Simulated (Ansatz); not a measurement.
# AlH5O (Al(H2O)H3): methods side by side

AlH5O: 7 atoms, total charge 0, spin state singlet. As SMILES, `[H][Al]([H])([H])<-[OH2]`. Geometry: a GFN2-xTB relaxation, a rough one for these elements and not checked as a minimum.

Each level gives the electronic atomisation energy (eV). The values are calculated. Electronic energies at fixed atoms, without zero-point motion or spin-orbit coupling.

```json
{"level": "HF/STO-3G", "kind": "Hartree–Fock", "program": "Ansatz", "value (eV)": "20.21", "less FCI/STO-3G": "-2.12", "CPU time (all runs)": "0.14 s"}
{"level": "BLYP/STO-3G", "kind": "GGA", "program": "Ansatz", "value (eV)": "26.06", "less FCI/STO-3G": "+3.73", "CPU time (all runs)": "1.8 s"}
{"level": "revPBE/STO-3G", "kind": "GGA", "program": "Ansatz", "value (eV)": "25.47", "less FCI/STO-3G": "+3.14", "CPU time (all runs)": "1.7 s"}
{"level": "PBE0/STO-3G", "kind": "global hybrid", "program": "Ansatz", "value (eV)": "25.49", "less FCI/STO-3G": "+3.16", "CPU time (all runs)": "1.5 s"}
{"level": "wB97X/STO-3G", "kind": "range-separated hybrid", "program": "Ansatz", "value (eV)": "25.67", "less FCI/STO-3G": "+3.34", "CPU time (all runs)": "7.2 s"}
{"level": "B2PLYP/STO-3G", "kind": "double hybrid", "program": "Ansatz", "value (eV)": "24.60", "less FCI/STO-3G": "+2.27", "CPU time (all runs)": "2.1 s"}
{"level": "RPA@PBE/STO-3G", "kind": "RPA", "program": "Ansatz", "value (eV)": "22.15", "less FCI/STO-3G": "-0.18", "CPU time (all runs)": "2.6 s"}
{"level": "MP2/STO-3G", "kind": "perturbation theory", "program": "Ansatz", "value (eV)": "21.86", "less FCI/STO-3G": "-0.47", "CPU time (all runs)": "0.16 s"}
{"level": "BCCD(T)/STO-3G", "kind": "coupled cluster or CI", "program": "Ansatz", "value (eV)": "22.32", "less FCI/STO-3G": "-0.01", "CPU time (all runs)": "0.36 s"}
{"level": "FCI/STO-3G", "kind": "exact in the basis", "program": "Ansatz", "value (eV)": "22.33", "less FCI/STO-3G": "0.00", "CPU time (all runs)": "10 s"}
```

FCI/STO-3G is exact within its basis and frozen core, so for wave-function methods in that basis the difference is their error; functionals converge differently with the basis, so for them it is only a difference. The values span 20.21 to 26.06 eV. All rows use very small basis sets, so none should be taken for the real molecule's value. In so small a basis fixed costs decide the times, and correlated methods can beat functionals. Times are those of the runs behind each value, whatever else they computed, on shared processors of several kinds: orders of magnitude only.
